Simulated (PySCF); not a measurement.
# Solver options tried on BCl

Aim: find out which solver settings change the answer for BCl.

Program: PySCF 2.14.0. Level of theory: each script names its method and basis. These are calculated values, not measurements.

3 further runs of the same task are left out: 3 that didn't finish.

## (1) Starting geometry

BCl: 2 atoms, charge 0, spin multiplicity 1.

Bond lengths: B1–Cl2 1.527 Å.

## (2) Base script

File input.py:

```python
from pyscf import gto, scf, cc

mol = gto.M(
    atom='B 0 0 0; Cl 0 0 1.527',
    basis='6-311g**',
    charge=0,
    spin=0,
    symmetry=True,
    verbose=4,
)
mf = scf.RHF(mol)
mf.kernel()
mycc = cc.CCSD(mf, frozen=6)
mycc.kernel()
mycc.ccsd_t()
mf.dip_moment()
print('orbital energies (hartree):', mf.mo_energy[..., max(0, mol.nelec[1]-3):mol.nelec[0]+3].round(4))
```

Launch:

```
$ OMP_NUM_THREADS=1 python input.py
```

Its log is not repeated here.

It gives: E(SCF) = -484.116801 Eh, 9 cycles, E(CCSD) − E(SCF) = -0.23126 Eh, (T) = -0.00777 Eh, μ = 2.53 D (of the SCF density).

The bond length is a typed value, not an optimised one.

## (3) Damping 0.2

Variant 1 changes damping: none → 0.2.

File input.py:

```python
from pyscf import gto, scf, cc

mol = gto.M(
    atom='B 0 0 0; Cl 0 0 1.527',
    basis='6-311g**',
    charge=0,
    spin=0,
    symmetry=True,
    verbose=4,
)
mf = scf.RHF(mol)
mf.damp = 0.2
mf.diis_start_cycle = 8
mf.kernel()
mycc = cc.CCSD(mf, frozen=6)
mycc.kernel()
mycc.ccsd_t()
mf.dip_moment()
print('orbital energies (hartree):', mf.mo_energy[..., max(0, mol.nelec[1]-3):mol.nelec[0]+3].round(4))
```

Launch:

```
$ OMP_NUM_THREADS=1 python input.py
```

## (4) Convergence threshold 1e-16 hartree

Variant 2 changes convergence threshold: default → 1e-16 hartree.

input.py, as its differences from that of step 2:

```diff
@@ -11,2 +11,3 @@
 mf = scf.RHF(mol)
+mf.conv_tol = 1e-16
 mf.kernel()
```

## (5) Initial guess hcore

Variant 3 changes initial guess: minao → hcore.

input.py, as its differences from that of step 2:

```diff
@@ -11,2 +11,3 @@
 mf = scf.RHF(mol)
+mf.init_guess = 'hcore'
 mf.kernel()
```

Before running it: what results should come out? Wanted: for each run, E(SCF); from base; gap; SCF dipole; after the SCF.

As calculated:

```tsv
run	E(SCF) (hartree)	from base (eV)	cycles	gap (eV)	SCF dipole (D)	after the SCF
base	-484.116801	0	9	12.21	2.53	CCSD(T) correlation -6.504 eV, core frozen
damping 0.2	-484.116801	0.0000	11	12.21	2.53	CCSD(T) correlation -6.504 eV, core frozen
convergence threshold 1e-16 hartree	-484.116801	0.0000	30	12.21	2.53	CCSD(T) correlation -6.504 eV, core frozen
initial guess hcore	-484.116801	0.0000	11	12.21	2.53	CCSD(T) correlation -6.504 eV, core frozen
```

Distance from each run's final energy (log10 hartree) by cycle:

```tsv
run	cycle 1	cycle 2	cycle 3	cycle 5	cycle 8	cycle 12
base	-1.8	-2.6	-3.4	-5.7	-10.4	done
damping 0.2	-1.8	-2.6	-3.3	-4.4	-6.1	done
convergence threshold 1e-16 hartree	-1.8	-2.6	-3.4	-5.7	-10.4	< -11
initial guess hcore	1.2	0.8	-1.2	-3.4	-7.2	done
```

**Reading.** No change of the SCF energy comes from damping 0.2 or convergence threshold 1e-16 hartree or initial guess hcore. With damping 0.2, initial guess hcore the path hardly changes: 11 cycles against 9.
